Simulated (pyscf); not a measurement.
Single points on ωB97X-D3(BJ)/def2-SVP structures (PySCF, gas phase).

Task: How much does it cost (ΔH, 298 K, ωB97M-D3(BJ)/def2-TZVP) to split `[F][SiH2][SiH]([SiH3])[SiH3]` at its H–Si bond into F–SiH₂–Si•(SiH₃)–SiH₃ + H•?

Result: H–Si to F–SiH₂–Si•(SiH₃)–SiH₃ + H•: 84.0 kcal/mol. The 7 functionals that were run give +78.4 (PBE) to +84.0 kcal/mol (ωB97M-D3(BJ)). Other isomers of F–SiH₂–Si•(SiH₃)–SiH₃ were not searched in full and may lie lower.
